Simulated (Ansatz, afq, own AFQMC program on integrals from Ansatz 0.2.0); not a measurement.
Si2H3, doublet: AFQMC among the cluster methods

```xyz
5

Si    0.0950   -1.3263    0.1076
Si    0.1030    0.9539    0.0704
H    -0.3987   -1.3288   -1.3432
H     0.2518    1.8379   -1.1319
H     0.3541    1.7938    1.2843
```

Connectivity, by distances: SiH–SiH2.

Basis def2-TZVP. Only valence electrons are correlated. Ansatz 0.2.0 and our own AFQMC program on the same integrals; the CISD trial comes from CCSD amplitudes, and released means the phaseless constraint is let go. Error bars are statistical, one sigma.

Determinant: ROHF, the one that the program's search chose, which needn't be the lowest solution. The geometry is a PBE0/def2-SVP stationary point of this or a neighbouring charge and spin state.

No full CI on the walks' own integrals is used here; CCSDT(Q) serves as the reference and is uncertain by about the last step of the cluster series.

Cautions: higher spins were not checked; a spin-contaminated unrestricted determinant lies lower (UHF 199 meV lower, ⟨S²⟩ 0.99); the released energies are still falling, so no released level is given (meV from the phaseless value at times in 1/Eh: -9 ± 4 at 0.24, -17 ± 4 at 0.51, -17 ± 4 at 0.99, -25 ± 5 at 1.62, -32 ± 6 at 2.40), though the last usable value meets CCSDT(Q) within the noise; the ph-AFQMC/CISD walk drifts between its halves (2.1 errors).

- T1 diagnostic: 0.0359
- weight of the determinant in the CISD state: 0.829
- size of the correlated space: 11 electrons in 82 orbitals

Reference: CCSDT(Q), correlation energy -7.126 eV.

```
        level  E − E(reference) (kJ/mol)  share of correlation (%)
           HF                      687.5                      0.00
          MP2                      147.4                     78.56
         CCSD                       34.2                     95.02
      CCSD(T)                        6.6                     99.04
        CCSDT                        1.7                     99.76
ph-AFQMC/CISD                  3.1 ± 0.5                     99.55
```
